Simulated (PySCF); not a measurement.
Below is a simulated gas-phase Cl 2p photoelectron spectrum of `C[C@@H](F)Cl` (1-chloro-1-fluoroethane).

Every computed line was given a Gaussian of 0.5 eV full width at half maximum and an area set by the number of equivalent atoms (split 2:1 within a doublet); the highest printed point is 100. Level of theory: PySCF, delta-SCF UKS SCAN, pcX-2 on the ionised atom, pcseg-1 elsewhere, spin-free X2C.

binding energy (eV), intensity and a bar:
```
    205.6          1 
    205.7          2 #
    205.8          8 ##
    205.9         21 ######
    206.0         43 #############
    206.1         71 #####################
    206.2         94 ############################
    206.3        100 ##############################
    206.4         85 ##########################
    206.5         58 #################
    206.6         32 ##########
    206.7         14 ####
    206.8          5 #
    206.9          1 
    207.0          0 
    207.1          0 
    207.2          0 
    207.3          1 
    207.4          2 #
    207.5          6 ##
    207.6         15 ####
    207.7         28 ########
    207.8         41 ############
    207.9         50 ###############
    208.0         48 ##############
    208.1         37 ###########
    208.2         23 #######
    208.3         11 ###
    208.4          4 #
    208.5          1 
    208.6          0
```

How many maxima does the curve show, and how many computed lines lie under it?

The curve has 2 maxima (at 206.3 and 207.9 eV). Under it lie 2 lines from 1 inequivalent chlorine site, drawn as a 2p3/2, 2p1/2 pair.

Decompose the envelope and assign each component. Numbering: `[CH3:1][C@@H:2]([F:3])[Cl:4]`.

```tsv
position (eV)	relative area	line	atoms	environment
206.28	0.67	Cl 2p3/2	Cl4	chlorine on a fluorinated carbon
207.93	0.33	Cl 2p1/2	Cl4	chlorine on a fluorinated carbon
```

What are the centre and the root-mean-square width of the whole band?

The area-weighted mean of the lines is 206.83 eV. Their own spread about it is 0.78 eV (rms) and each Gaussian has σ = 0.5/2.355 = 0.21 eV; the variances add, which gives 0.81 eV.

The curve has no shake-up lines and no vibrational structure. Spin–orbit and ligand-field terms were added within each 2p shell after the spin-free SCF. 2p1/2 minus 2p3/2 (ligand field included): Cl 1.65 eV. Isolated species at its GFN2-xTB geometry, gas phase.
